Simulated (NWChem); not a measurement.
System: SiH₂ cation, doublet; SMILES of the neutral closed-shell parent [SiH2]

```xyz
3

Si     0.0000     0.0000     0.1781
H      1.2890     0.0000    -0.5704
H     -1.2890     0.0000    -0.5704
```
Atoms are numbered in this order, from 1.

Level: PBE0-D3(BJ)/def2-TZVP, spin-unrestricted (NWChem), optimised geometry, unscaled harmonic frequencies. In the optimisation the excess spin sits in a1 (C2v, its own frame). The spin multiplicity was typed, not searched, and may not be the lowest.

```csv
frequency (cm⁻¹),IR intensity (km/mol)
899,36.2
2158,4.0
2240,1.6
```

```json
{
 "zero_point_energy": "7.6 kcal/mol",
 "thermal correction to the enthalpy at 298.15 K (with zero-point energy)": "10.0 kcal/mol",
 "heat capacity Cv": "6.5 cal/(mol K)",
 "entropy at 298.15 K and 1 atm (symmetry number 2, electronic part: spin degeneracy alone)": "50.6 cal/(mol K)"
}
```

Rigid rotor and harmonic oscillator.
